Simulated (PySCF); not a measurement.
An unknown gives this computed stick spectrum. Method used: TDDFT CAM-B3LYP/def2-SVPD, vertical, gas phase, core orbitals frozen in the response in PySCF 2.14.0, density-fitted response routines. Geometries: GFN2-xTB, one conformer each.

```csv
state,E (eV),λ (nm),f
S1,7.29,170.0,0.0000
S2,9.37,132.4,0.031
S3,10.29,120.5,0.173
S4,10.46,118.5,0.0057
S5,10.54,117.7,0.0000
S6,10.96,113.1,0.0078
S7,11.65,106.4,0.0001
S8,11.81,105.0,0.0000
```

Triplets computed (Tamm–Dancoff): 6.77, 7.32, 9.09 eV.

Problem. Which structure fits?
A. `OCC1C=C1`
B. `CC(C)CO`
C. `O=C1CCC1`
D. `FC(=O)F`

Solution. D. Its S1, at 7.29 eV, is the highest among the candidates; the nearest of the others has S1 at 6.96 eV. S1 is HOMO→LUMO (99%). Löwdin shares by element: HOMO oxygen 71%, fluorine 21%, carbon 8%; LUMO carbon 43%, oxygen 34%, fluorine 24%. At the same level the other candidates give, for their lowest levels:
- `CC(C)CO`: 6.96 eV (f 0.004); 8.17 eV (f 0.030); 8.43 eV (f 0.009); 8.49 eV (f 0.013); 8.71 eV (f 0.018); T1 6.66 eV; HOMO -9.29, LUMO 1.24 eV
- `OCC1C=C1`: 6.09 eV (f 0.036); 6.35 eV (f 0.022); 6.90 eV (f 0.009); 7.32 eV (f 0.006); 7.42 eV (f 0.023); T1 4.03 eV; HOMO -8.68, LUMO 0.73 eV
- `O=C1CCC1`: 4.29 eV (f 0.000); 7.03 eV (f 0.037); 7.79 eV (f 0.001); 7.80 eV (f 0.000); 7.98 eV (f 0.002); T1 3.76 eV; HOMO -8.69, LUMO 0.43 eV
